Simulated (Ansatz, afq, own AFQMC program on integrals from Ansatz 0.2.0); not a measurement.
# AlO (quartet): AFQMC on the coupled-cluster ladder at distance Al1–O2 = 3.219 Å, 6-31G, part 2 of 2

Ansatz 0.2.0, Gaussian basis, and an in-house AFQMC program (afq) on its integrals; all values are calculated; 6-31G, frozen cores. The steps go on from the part before.

## Step 14: Phaseless AFQMC, CISD trial on UHF

It reads the integrals that the CCSD(T) run on this determinant wrote.

On the command line:

```sh
$ afq ham --method phaseless --trial cisd --walkers 4000 --populations 20 --least-time 60 --time-step 0.005 --steps-per-block 50 --equilibration-blocks 40 --max-blocks 4000 --target-error 0.00036 --factor-cut 1e-05 --start spin_pure --seed 1685 --release-times 0.24,0.51,0.99,1.62,2.4 --release-step 0.03 --release-every 3 --taylor-order 6
```

Standard output:

```text
orbitals 16  electrons 6 3  factors 71 of 213
reference energy -316.63477379 Eh
CCSD correlation -0.08798220 Eh in 18 cycles, weight of the determinant in the CISD state 0.9333
energy of the start -316.722716 Eh
 block  time / (1/Eh)  mean weight  energy / Eh
     1     0.250  1.0001  -316.722284
     2     0.500  0.9999  -316.722478
     3     0.750  1.0000  -316.722600
     4     1.000  1.0000  -316.722819
     5     1.250  1.0000  -316.723039
     6     1.500  0.9999  -316.723031
     7     1.750  1.0000  -316.723002
     8     2.000  1.0001  -316.723348
     9     2.250  1.0000  -316.723258
    10     2.500  0.9998  -316.723326
    11     2.750  0.9999  -316.723277
    13     3.250  0.9998  -316.723361
    15     3.750  0.9999  -316.723659
    17     4.250  1.0002  -316.723467
    19     4.750  1.0000  -316.723196
    21     5.250  0.9999  -316.723458
    23     5.750  1.0001  -316.723586
    25     6.250  1.0002  -316.723448
    27     6.750  1.0001  -316.723429
    29     7.250  0.9998  -316.723481
    31     7.750  1.0000  -316.723434
    33     8.250  0.9998  -316.723548
    35     8.750  1.0001  -316.723444
    37     9.250  0.9998  -316.723367
    39     9.750  1.0000  -316.723358
    41    10.250  1.0000  -316.723580
    43    10.750  1.0001  -316.723493
    45    11.250  0.9999  -316.723575
    47    11.750  1.0001  -316.723390
    49    12.250  0.9999  -316.723803
    51    12.750  1.0001  -316.723424
    53    13.250  1.0004  -316.723781
    55    13.750  0.9999  -316.723507
    57    14.250  0.9999  -316.723764
    59    14.750  1.0000  -316.723370
    61    15.250  1.0003  -316.723162
    63    15.750  1.0001  -316.723563
    65    16.250  0.9998  -316.722953
    67    16.750  0.9999  -316.723466
    69    17.250  0.9997  -316.723636
    71    17.750  0.9997  -316.723378
    73    18.250  1.0000  -316.723492
    75    18.750  1.0001  -316.723429
    77    19.250  1.0003  -316.723131
    79    19.750  1.0000  -316.723307
    81    20.250  0.9999  -316.723534
    83    20.750  1.0000  -316.723343
    85    21.250  1.0003  -316.723170
    87    21.750  1.0000  -316.723438
    89    22.250  0.9999  -316.723177
error from the spread of 20 populations
released: time / (1/Eh)  energy / Eh  error  mean overlap
  0.24  -316.723576  0.000163  0.9993
  0.51  -316.723447  0.000032  1.0001
  0.99  -316.722449  0.000944  1.0006
  1.62  -316.723494  0.000038  0.9996
  2.40  -316.723590  0.000040  0.9985
energy -316.723452 +/- 0.000037 Eh
```

Run time: 29 s. Hardware: 1 × NVIDIA H100 80GB HBM3 with 2 threads of AMD EPYC 7R13 (Zen 3), shared host; peak host memory 1.6 GiB.

Energy -8618.4842 ± 0.0010 eV. Caveats: constraint bias not in the error.

## Step 15: Phaseless AFQMC, single-determinant trial on UHF

It reads the integrals that the CCSD(T) run on this determinant wrote.

On the command line:

```sh
$ afq ham --method phaseless --trial hf --walkers 4000 --populations 20 --least-time 40 --time-step 0.005 --steps-per-block 20 --equilibration-blocks 160 --max-blocks 4000 --target-error 0.0018000000000000002 --factor-cut 1e-05 --start spin_pure --seed 2999 --taylor-order 6
```

Standard output:

```text
orbitals 16  electrons 6 3  factors 71 of 213
reference energy -316.63477379 Eh
CCSD correlation -0.08798220 Eh in 18 cycles, weight of the determinant in the CISD state 0.9333
energy of the start -316.634966 Eh
 block  time / (1/Eh)  mean weight  energy / Eh
     1     0.100  1.0003  -316.652643
     2     0.200  1.0005  -316.665446
     3     0.300  1.0006  -316.675619
     4     0.400  1.0005  -316.683365
     5     0.500  1.0005  -316.689243
     6     0.600  1.0004  -316.695368
     7     0.700  1.0006  -316.697220
     8     0.800  1.0004  -316.699679
     9     0.900  1.0002  -316.701229
    10     1.000  1.0001  -316.703378
    13     1.300  1.0003  -316.704071
    19     1.900  1.0001  -316.712511
    25     2.500  1.0001  -316.714033
    31     3.100  0.9998  -316.718733
    37     3.700  0.9998  -316.720205
    43     4.300  1.0000  -316.717497
    49     4.900  1.0000  -316.721025
    55     5.500  0.9999  -316.718323
    61     6.100  0.9999  -316.721650
    67     6.700  0.9999  -316.720572
    73     7.300  0.9998  -316.719802
    79     7.900  1.0000  -316.722197
    85     8.500  1.0001  -316.723877
    91     9.100  1.0002  -316.723890
    97     9.700  0.9997  -316.725664
   103    10.300  1.0002  -316.721245
   109    10.900  0.9999  -316.720744
   115    11.500  1.0001  -316.718029
   121    12.100  0.9998  -316.720880
   127    12.700  0.9999  -316.722552
   133    13.300  0.9999  -316.720117
   139    13.900  0.9998  -316.717554
   145    14.500  0.9998  -316.719846
   151    15.100  0.9995  -316.720257
   157    15.700  1.0002  -316.721955
   163    16.300  1.0001  -316.722200
   169    16.900  1.0006  -316.721133
   175    17.500  0.9997  -316.719676
   181    18.100  1.0001  -316.720423
   187    18.700  1.0000  -316.718756
   193    19.300  1.0002  -316.720884
   199    19.900  1.0002  -316.719847
   205    20.500  0.9998  -316.720587
   211    21.100  1.0002  -316.722928
   217    21.700  1.0000  -316.721273
   223    22.300  0.9996  -316.722656
   229    22.900  1.0002  -316.720854
   235    23.500  0.9997  -316.719537
error from the spread of 20 populations
energy -316.720339 +/- 0.000551 Eh
```

Run time: 21 s. Hardware: 1 × NVIDIA H100 80GB HBM3 with 2 threads of AMD EPYC 7R13 (Zen 3), shared host; peak host memory 1.6 GiB.

Energy -8618.3995 ± 0.0150 eV. Caveats: constraint bias not in the error.

## Step 16: Free-projection AFQMC, CISD trial on UHF (settings varied)

It reads the integrals that the CCSD(T) run on this determinant wrote.

On the command line:

```sh
$ afq ham --method free --trial cisd --walkers 20 --time-step 0.01 --max-blocks 30 --target-error 0.00144 --factor-cut 1e-06 --seed 300 --times 0.0,0.5,1.0,2.0,3.0,4.0 --taylor-order 10
```

Standard output:

```text
orbitals 16  electrons 6 3  factors 87 of 213
reference energy -316.63477379 Eh
CCSD correlation -0.08798235 Eh in 18 cycles, weight of the determinant in the CISD state 0.9333
repeat  energy at the last time / Eh  error
    10  -316.723703  0.000592
    20  -316.723483  0.000407
    30  -316.723745  0.000312
time / (1/Eh)  energy / Eh  error  mean overlap
  0.00  -316.722874  0.000219  1.0671
  0.50  -316.723506  0.000227  1.0449
  1.00  -316.723543  0.000277  1.0460
  2.00  -316.723755  0.000281  1.0601
  3.00  -316.723570  0.000273  1.0632
  4.00  -316.723745  0.000312  1.0220
energy -316.723745 +/- 0.000312 Eh
```

Wall time 24 s (1 × NVIDIA H100 80GB HBM3 with 2 threads of AMD EPYC 7R13 (Zen 3), shared host); peak host memory 1.6 GiB.

Energy -8618.4922 ± 0.0085 eV. Caveats: remainder of the start not in the error.

## Step 17: AFQMC on the ladder

The full CI on restricted orbitals is not used as the yardstick for these unrestricted rows.

On the UHF determinant, counted from CCSDTQ (a yardstick, not exact):

```tsv
level	energy (eV)	from CCSDTQ (kcal/mol)	statistical error (kcal/mol)	time
HF	-8616.0711	+55.77		
MP2	-8617.9059	+13.45		
CCSD	-8618.4652	+0.56		
CCSD(T)	-8618.4808	+0.20		
CCSDT(Q)	-8618.4891	+0.01		
CCSDTQ	-8618.4894	0.00		
Phaseless AFQMC, CISD trial, step 0.005, 4000 walkers	-8618.4842	+0.12	0.02	29 s
Phaseless AFQMC, single-determinant trial, step 0.005, 4000 walkers	-8618.3995	+2.07	0.35	21 s
Free-projection AFQMC, CISD trial, step 0.01, 20 walkers	-8618.4922	-0.06	0.20	24 s
```

The functionals' totals stand on their own zeros and serve differences with other points: PBE -8630.988 eV; r2SCAN -8635.097 eV; PBE0 -8631.853 eV; B3LYP -8637.628 eV; wB97M-V -8636.173 eV; B2PLYP -8631.758 eV.

## Step 18: Summary of results

What follows sums up all 2 parts.

| quantity | value |
| --- | --- |
| CCSD(T) on UHF from CCSDTQ | +0.20 kcal/mol |
| Phaseless AFQMC, CISD trial on UHF from CCSDTQ | +0.12 ± 0.02 kcal/mol |
| Phaseless AFQMC, single-determinant trial on UHF from CCSDTQ | +2.07 ± 0.35 kcal/mol |

What this shows: On UHF the phaseless walk with the CISD trial lies +0.12 kcal/mol from CCSDTQ, 5 times its error bar. A single-determinant trial moves the result by +1.95 kcal/mol. Error bars are statistical and leave out the constraint, the time step and what remains of the start.
